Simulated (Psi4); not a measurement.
# HF/def2-SVP (Cholesky decomposition, cholesky tolerance 0.001, sweep point 6) run of H2S (SMILES S)

What is the vertical ionisation energy of H2S at HF/def2-SVP (Cholesky decomposition, cholesky tolerance 0.001, sweep point 6)? Input form: a Python script.

The results are computed with Psi4 1.11.

2 further runs of the same task are left out: 2 set aside as unsound or not needed.

### Step 1. The system as given

The species is H2S (3 atoms), meant as a singlet with charge 0. SMILES: `S`. Geometry: relaxed at PBE0-D4/def2-TZVP.

Bond lengths: S1–H2 1.341 Å, S1–H3 1.341 Å. Angles: H2–S1–H3 92.3°.

### Step 2. The energy at HF/def2-SVP (Cholesky decomposition, cholesky tolerance 0.001, sweep point 6)

The input, run.py:

```python
import psi4

psi4.set_memory('1600 MB')
psi4.set_num_threads(1)
psi4.set_output_file('run.log', False)

molecule = psi4.geometry("""
S      0.495500    -0.280600     0.243900
H      0.097900     0.997700     0.162400
H     -0.593400    -0.717100    -0.406300
symmetry c1
""")

psi4.set_options({
    'basis': 'def2-SVP',
    'puream': True,
    'scf_type': 'cd',
    'cholesky_tolerance': 0.001,
})

e, wfn = psi4.energy("hf", return_wfn=True)
print(f'total energy {e:.8f} hartree = {e * 27.211386:.5f} eV')
```

On the command line:

```sh
$ python run.py
```

run.log, shortened:

```text
[...]
  Running in c1 symmetry.
[...]
  Nuclear repulsion =   12.899079478906824
[...]
  Multiplicity = 1
[...]
  Nalpha       = 9
  Nbeta        = 9
[...]
    Number of basis functions: 28
[...]
   @RHF iter   1:  -398.53407919772184   -2.29778e-01   6.69492e-03 ADIIS/DIIS
[...]
   @RHF iter   7:  -398.56542127390418   -4.89979e-09   3.11461e-07 DIIS
[...]
    Orbital Energies [Eh]
    ---------------------
    Doubly Occupied:
       1A    -91.925091     2A     -8.959002     3A     -6.646945
       4A     -6.645853     5A     -6.643665     6A     -0.972263
       7A     -0.582811     8A     -0.492557     9A     -0.378598
[...]
  @RHF Final Energy:  -398.56542127390418
   => Energetics <=
    Nuclear Repulsion Energy =             12.8990794789068239
    One-Electron Energy =                -576.4354501974851246
    Two-Electron Energy =                 164.9709494446740621
    Total Energy =                       -398.5654212739042350
[...]
 Multipole Moments:
 ------------------------------------------------------------------------------------
     Multipole            Electronic (a.u.)      Nuclear  (a.u.)        Total (a.u.)
 ------------------------------------------------------------------------------------
 L = 1.  Multiply by 2.5417464519 to convert [e a0] to [Debye]
 Dipole X            :          0.9909737           -1.4581145           -0.4671408
 Dipole Y            :         -0.5064185            0.7450325            0.2386140
 Dipole Z            :          0.0000000            0.0000000            0.0000000
 Magnitude           :                                                    0.5245542
[...]
```

Standard output:

```text
total energy -398.56542127 hartree = -10845.51752 eV
```

Wall time 2.1 s (1 thread of Intel Xeon Platinum 8488C (Sapphire Rapids), shared host); peak memory 0.19 GiB.

### Step 3. The doublet cation

The input, calc.py:

```python
import psi4

psi4.set_memory('1600 MB')
psi4.set_num_threads(1)
psi4.set_output_file('output.dat', False)

molecule = psi4.geometry("""
1 2
S      0.495500    -0.280600     0.243900
H      0.097900     0.997700     0.162400
H     -0.593400    -0.717100    -0.406300
symmetry c1
""")

psi4.set_options({
    'basis': 'def2-SVP',
    'reference': 'uhf',
    'puream': True,
    'scf_type': 'cd',
    'cholesky_tolerance': 0.001,
    'maxiter': 150,
})

energy_value, wavefunction = psi4.energy('scf', molecule=molecule, return_wfn=True)
print('E =', round(energy_value, 9))
```

On the command line:

```sh
$ python calc.py
```

output.dat, shortened:

```text
[...]
  Running in c1 symmetry.
[...]
  Nuclear repulsion =   12.899079478906824
[...]
  Multiplicity = 2
[...]
  Nalpha       = 9
  Nbeta        = 8
[...]
    Number of basis functions: 28
[...]
   @UHF iter   1:  -398.18709197917747    1.17209e-01   7.59076e-03 DIIS/ADIIS
[...]
   @UHF iter   9:  -398.22699630298217   -1.33403e-08   3.93635e-07 DIIS
[...]
   @S^2 Observed:                7.611622172E-01
[...]
    Orbital Energies [Eh]
    ---------------------
    Alpha Occupied:
       1A    -92.336657     2A     -9.368537     3A     -7.070404
       4A     -7.051160     5A     -7.049396     6A     -1.370489
       7A     -0.926037     8A     -0.847088     9A     -0.807021
    Alpha Virtual:
      10A     -0.109172    11A     -0.099521    12A      0.199861
      13A      0.237130    14A      0.316421    15A      0.454151
      16A      0.456050    17A      0.466207    18A      0.548423
      19A      0.640263    20A      0.679021    21A      0.853779
      22A      0.981008    23A      1.436554    24A      1.450482
      25A      1.556248    26A      1.640708    27A      2.151236
[...]
  @UHF Final Energy:  -398.22699630298217
   => Energetics <=
    Nuclear Repulsion Energy =             12.8990794789068239
    One-Electron Energy =                -569.6108727650968149
    Two-Electron Energy =                 158.4847969832078149
    Total Energy =                       -398.2269963029821156
  UHF NO Occupations:
  HONO-2 :    7  A 1.9992455
  HONO-1 :    8  A 1.9954062
[...]
 Multipole Moments:
 ------------------------------------------------------------------------------------
     Multipole            Electronic (a.u.)      Nuclear  (a.u.)        Total (a.u.)
 ------------------------------------------------------------------------------------
 L = 1.  Multiply by 2.5417464519 to convert [e a0] to [Debye]
 Dipole X            :          0.7766210           -1.4581145           -0.6814935
 Dipole Y            :         -0.3969709            0.7450325            0.3480615
 Dipole Z            :         -0.0000000            0.0000000           -0.0000000
 Magnitude           :                                                    0.7652322
[...]
```

On the terminal:

```text
E = -398.226996303
```

Wall time 2.3 s (1 thread of Intel Xeon Platinum 8488C (Sapphire Rapids), shared host); peak memory 0.19 GiB.

### Step 4. Outcome

Level: HF/def2-SVP (Cholesky decomposition, cholesky tolerance 0.001, sweep point 6).

```
                                          quantity          value
                         singlet H2S: total energy  -398.56542 Eh
                        singlet H2S: dipole moment         1.33 D
                          singlet H2S: HOMO energy      -10.30 eV
                          singlet H2S: LUMO energy        4.69 eV
                        singlet H2S: HOMO–LUMO gap       14.99 eV
                      doublet cation: total energy  -398.22700 Eh
doublet cation: HOMO energy (highest over α and β)      -21.96 eV
 doublet cation: LUMO energy (lowest over α and β)       -8.21 eV
                              doublet cation: ⟨S²⟩          0.761
vertical ionisation energy (to the doublet cation)       9.209 eV
```

What this shows: The vertical ionisation energy comes to 9.21 eV (889 kJ/mol). −ε(HOMO) before ionisation, 10.30 eV, is 1.09 eV above this ionisation energy.
